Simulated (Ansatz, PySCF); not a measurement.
Reaction: ClF (SMILES FCl) → ClF+ (parent SMILES FCl, doublet) + e-
Each species at its own B3LYP-D3(BJ)/def2-TZVP minimum (Ansatz, a first-principles code).

Total energies in hartree (Ansatz). Radicals and triplets start from unrestricted determinants; spin-orbit coupling is neglected. Correlated methods leave the cores frozen. No relativity.

| species | HF/cc-pV(T+d)Z | CCSD(T)/cc-pV(T+d)Z | HF/cc-pV(Q+d)Z | CCSD(T)/cc-pV(Q+d)Z | CCSDT(Q)/cc-pV(T+d)Z |
|---|---|---|---|---|---|
| 1: ClF (SMILES FCl) | -558.90189 | -559.38308 | -558.91542 | -559.44007 | -559.38460 |
| 2: ClF+ (parent SMILES FCl, doublet) | -558.47162 | -558.92587 | -558.48573 | -558.97723 | -558.92811 |

Q: Work out the adiabatic ionisation energy (0 K, zero-point energies from PySCF's Hessians at B3LYP-D3(BJ)/def2-TZVP) in eV: take Hartree-Fock from cc-pV(Q+d)Z, extrapolate the CCSD(T) correlation energy as X^-3 (X = 3, 4), and add CCSDT(Q) - CCSD(T) in cc-pV(T+d)Z. The further terms named in the bracket sum to +0.00035 hartree. 1 hartree = 27.211 eV.

A: 
Species 1: correlation (64·(-0.52465) - 27·(-0.48119))/37 = -0.55636; step -0.00152; E1 = -558.91542 + (-0.55636) + (-0.00152) = -559.47330
Species 2: correlation (64·(-0.49150) - 27·(-0.45425))/37 = -0.51868; step -0.00224; E2 = -558.48573 + (-0.51868) + (-0.00224) = -559.00665
-1·E1 +1·E2 +0.00035 = 0.46700 hartree = 12.71 eV. Measured: 12.66 eV (CCCBDB table in ASE). The composite differs from it by +0.05 eV; core, relativistic and spin-orbit terms are not in it.
